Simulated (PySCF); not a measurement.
Delta-SCF ions had no search for a lower state. Excitations are Tamm–Dancoff values on a coarser integration grid. The basis has no diffuse functions, so Rydberg states are missing or too high.

Cartesian coordinates (Å):
```xyz
6

C     -0.4848    -0.0411    -0.0410
C      0.9640     0.0818     0.0815
N      2.1138     0.1793     0.1787
H     -0.7422    -0.7295    -0.8601
H     -0.9157    -0.4308     0.8936
H     -0.9351     0.9404    -0.2527
```
Charge 0, multiplicity 1.

### Question
Predict the dipole moment, HOMO–LUMO gap, HOMO, total energy, S1 excitation (TDA), vertical ionisation energy (Delta-SCF) and LUMO from PBE-D3(BJ)/def2-TZVP // B3LYP-D3(BJ)/def2-SVP (PySCF).

### Answer

The dipole moment comes out as 3.95 D and the HOMO–LUMO gap comes out as 7.79 eV. The HOMO is -8.07 eV and the total energy comes out as -132.6380 Ha. The S1 excitation (TDA) is 7.79 eV. The vertical ionisation energy (Delta-SCF) comes out as 12.08 eV and the LUMO comes out as -0.28 eV.
